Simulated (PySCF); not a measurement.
Species: C3H6ClF.
SMILES with atom numbers: `[F:1][CH2:2][CH2:3][CH2:4][Cl:5]`

A calculation gives these core lines: C 1s: 291.47 (area 1), 292.47 (area 1), 293.29 (area 1) eV; F 1s: 692.61 eV; Cl 1s: 2828.59 eV; Cl 2p3/2: 206.00 eV.

Theory: delta-SCF UKS SCAN, pcX-2 on the ionised atom, pcseg-1 elsewhere, spin-free X2C in PySCF 2.14.0. The structure is a single PBE0-D3(BJ)/def2-SVP conformer in the gas phase; no vibrational or solvent corrections.

Q: Assign the C 1s lines to atoms.

A: 291.47 eV: C3 (chain CH2 carbon); 292.47 eV: C4 (sp3 C–Cl carbon); 293.29 eV: C2 (sp3 C–F carbon). The listed C 1s values span 1.82 eV, from C3 (bonded to 2 C and 2 H) to C2 (bonded to F, C and 2 H). The widest gap between neighbouring values is 1.00 eV, between 291.47 and 292.47 eV. Summing the Pauling electronegativity differences to the bonded atoms, each weighted by its formal bond order, gives -0.70 for the lowest site and +0.73 for the highest; no listed site has a larger sum than the highest.

Bonded neighbours of each site: F1: C; C2: F, C and 2 H; C3: 2 C and 2 H; C4: Cl, C and 2 H; Cl5: C.

Q: Which photon energy gives electrons from F 1s of F1 a kinetic energy of 50 eV, and what is their de Broglie wavelength?

A: hν = 692.61 + 50 = 742.61 eV, recoil neglected; λ = 12.264 Å/√(E/eV) = 1.73 Å.

Spin–orbit and ligand-field terms were added within each 2p shell after the spin-free SCF. 2p1/2 minus 2p3/2 (ligand field included): Cl 1.65 eV.

Time: 36 s. Hardware: an Arm Neoverse V1 with one thread, on a shared host.

Conformer computed: `[F:1][CH2:2][CH2:3][CH2:4][Cl:5]`: F1–C2–C3–C4 -60°, C2–C3–C4–Cl5 -66°.
